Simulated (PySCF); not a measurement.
PySCF input file for acetic acid (C2H4O2), SMILES CC(=O)O, PBE0/pcSseg-1. The structure is a stationary point at PBE0-D3(BJ)/def2-SVP. Other conformers were not sampled.

```python
import numpy as np
from pyscf import gto, scf, dft
from pyscf.prop.nmr import rks as nmr

mol = gto.M(
    atom='''
    C     0.11020261    1.38817858   -0.00000000
    C    -0.12169273   -0.09285477   -0.00000000
    O     1.03415690   -0.77628240   -0.00000000
    O    -1.19275027   -0.63812986    0.00000000
    H    -0.85168020    1.91162696   -0.00000000
    H     0.69806065    1.67359920    0.88465138
    H     0.69806065    1.67359920   -0.88465137
    H     0.79324651   -1.71547018    0.00000000
    ''',
    basis='pcSseg-1',
    charge=0,
    spin=0,
    max_memory=1600,
    verbose=3,
)
mf = dft.RKS(mol, xc='pbe0')
mf.grids.level = 3
mf.conv_tol = 1e-10
mf.max_cycle = 100
mf.kernel()
n = nmr.NMR(mf)
n.verbose = 2
n.max_cycle_cphf = 60
sigma = n.kernel()
print('atom   isotropic/ppm   span/ppm')
for i, s in enumerate(sigma):
    w = np.linalg.eigvalsh((s + s.T) / 2)
    print(f'{mol.atom_symbol(i):2s}{i + 1:3d} {w.mean():14.3f} {w[2] - w[0]:11.3f}')
```

Log of the run:

```
converged SCF energy = -228.815386390558
atom   isotropic/ppm   span/ppm
C   1        164.307      46.904
C   2         11.056     172.680
O   3        119.468     294.691
O   4       -119.558     611.906
H   5         29.598       9.251
H   6         29.110       7.994
H   7         29.110       7.994
H   8         25.724      12.995
```

Self-consistency was reached.
